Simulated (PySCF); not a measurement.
Numbering as in the mapped SMILES `[CH3:1][CH:2]([CH3:3])[C@H:4]([CH3:5])[S-:6]` (H(Xn): hydrogen on atom n).

Geometry: GFN2-xTB; GIAO shifts from PySCF 2.14, gas phase, non-relativistic, averaged over equivalent atoms.

At PBE0/pcSseg-1 (164 basis functions, 33 s wall time on 1 thread of an Arm Neoverse N1, shared host):
| atoms | δ (ppm) |
| --- | --- |
| C4 | 51.8 |
| C2 | 46.9 |
| C5 | 31.7 |
| C1 | 30.0 |
| C3 | 24.0 |
| H(C4) | 2.68 |
| H(C1) | 1.67 |
| H(C5) | 1.31 |
| H(C3) | 0.80 |
| H(C2) | 0.72 |

Shifts are taken against calculated references (same method and geometry level): ¹³C (σ = 186.93 ppm) and ¹H (σ = 31.72 ppm) against TMS.

Problem. Predict the values at X3LYP/pcSseg-1 on the same geometry.

Solution. 
| atoms | δ at X3LYP/pcSseg-1 | change |
| --- | --- | --- |
| C4 | 55.2 | +3.4 |
| C2 | 49.7 | +2.8 |
| C5 | 32.4 | +0.7 |
| C1 | 31.4 | +1.4 |
| C3 | 24.8 | +0.8 |
| H(C4) | 2.77 | +0.09 |
| H(C1) | 1.71 | +0.04 |
| H(C5) | 1.33 | +0.02 |
| H(C3) | 0.84 | +0.04 |
| H(C2) | 0.71 | -0.01 |

Referencing at the same level of theory: ¹³C (σref 182.17), ¹H (σref 31.81) against TMS.

The largest change is at C4 (sp3 CH bonded to S). Cost: 164 basis functions, 28 s wall time on 1 thread of an Arm Neoverse N1, shared host. The order of the carbon signals is the same at both levels.
